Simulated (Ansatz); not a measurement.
This Ansatz (a program for electronic structure) input (wB97M-V/def2-QZVPPD) gives -238.36933 Eh with 228 basis functions. A basis named .json is the Basis Set Exchange file of that set (core-valence sets with the plain set on hydrogen).

Ansatz 0.2 input:
```yaml
crystal:
  periodic: [false, false, false]
  atoms:
    - {symbol: C, position_ang: [0.03744685, 0.00324337, 0.50825858]}
    - {symbol: F, position_ang: [-0.03836255, 1.09650981, -0.24435931]}
    - {symbol: F, position_ang: [-0.08494317, -1.09763667, -0.22692580]}
    - {symbol: H, position_ang: [0.88507040, -0.00931849, 1.19201449]}
basis:
  gaussian:
    orbitals: def2-QZVPPD.json
hamiltonian:
  xc: {name: wB97M-V}
magnetization: {spin_polarized: true, initial_magnetization: 1}
```

Change:
```diff
- orbitals: def2-QZVPPD.json
+ orbitals: cc-pVDZ
```

Question: What does the run give now?

Answer: -238.25611 Eh (wB97M-V/cc-pVDZ, 47 functions), a change of +113.22 mEh.
